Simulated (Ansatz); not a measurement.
**BSiH₂+ (triplet): from Hartree-Fock to the top rungs, def2-QZVPP**

An exercise on one series of results from a longer session: the logs are not shown, and one member is left open.

The runs use Ansatz 0.2.0, Gaussian basis; def2-QZVPP, core rule «outside noble gas», up to 6 orbitals frozen.

Plan: UHF; ROHF; CCSD(T) on UHF.

2 further runs of the same task are left out: 2 set aside as unsound or not needed. Runs told in other sessions of the task aren't counted.

**The system**

The geometry is a PBE0/def2-TZVP stationary point (not a proven minimum) of the parent state, kept for this charge and spin.

4 atoms, charge 1, spin multiplicity 3.

Atoms are counted from 1 here; the program's logs count them from 0.

Bond lengths: Si1–B2 1.954 Å, Si1–H3 1.501 Å, Si1–H4 1.501 Å. Angles: B2–Si1–H3 102.8°, B2–Si1–H4 102.8°, H3–Si1–H4 107.0°.

Set-up of the first run:

in.yaml

```yaml
crystal:
  periodic: [false, false, false]
  atoms:
    - {symbol: Si, position_ang: [-0.085001, 0.000000, 0.494288]}
    - {symbol: B, position_ang: [0.088473, -0.000001, -1.451856]}
    - {symbol: H, position_ang: [0.709774, -1.206838, 0.899706]}
    - {symbol: H, position_ang: [0.709775, 1.206839, 0.899704]}
basis:
  gaussian: {orbitals: "def2-QZVPP.json"}
total_charge: 1
magnetization: {spin_polarized: true, initial_magnetization: 2}
hamiltonian: {xc: hf}
output: {orbitals: {seedname: orbitals}}
```

Started as:

```bash
$ ansatz run in.yaml --threads 1 --pin off --events-out ev --progress --plain --max-ram 2393MiB
```

Steps of the session up to this table: UHF; ROHF; CCSD(T) on UHF.

One table of the session follows, with a row left open; its other results are not shown here.

```
  method  from UCCSD(T) (kJ/mol)
    ROHF                       ?
     UHF                  +491.0
    UMP2                  +107.0
   UCCSD                   +19.6
UCCSD(T)                       0
```

Q: Estimate the row for ROHF from the others.

**Answer.** from UCCSD(T) (kJ/mol): +503.3. In the column «from UCCSD(T) (kJ/mol)» it is the highest.
